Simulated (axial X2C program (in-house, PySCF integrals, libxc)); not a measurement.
# Worked dissociation energy of LiNa: PBE0, scalar-relativistic

All values were computed with an axial X2C code built on PySCF integrals. Spin-free means the one-electron spin-free X2C Hamiltonian. Basis: Na dyall-cv3z [9s8p5d2f], Li dyall-cv3z [7s8p2d] (cores contracted in-house); Gaussian nuclei, density fitting, unrestricted open shells. Masses: Na 22.990 u, Li 7.016 u.

Molecular state: M_S = 0, Λ = 0 (closed shell).

| Item | Value |
| --- | --- |
| E(Na) (2M_S = 1, M_L = 0) | -162.395984 hartree |
| E(Li) (2M_S = 1, M_L = 0) | -7.467898 hartree |
| E(LiNa) at Re | -169.891263 hartree |
| ωe | 253.7 cm⁻¹ |
| ωexe | 1.31 cm⁻¹ |

**Question.** Work out De and D0.

**Answer.** De = -162.395984 + (-7.467898) − (-169.891263) = 0.02738 hartree = 0.745 eV. The zero-point energy is ωe/2 − ωexe/4 = 127 cm⁻¹ = 0.016 eV, so D0 = 0.729 eV.

The state is a single determinant with fixed occupations, the lowest that a limited PBE0 search found. Closed shells are restricted here (equal orbitals for both partners); the stretched side of such a curve lies too high. De is counted from the lowest determinant-based energies of the atoms at the same level, without counterpoise correction.

Each atomic determinant is the lowest at this level and need not be a pure term. Totals compare only within one Hamiltonian and basis.
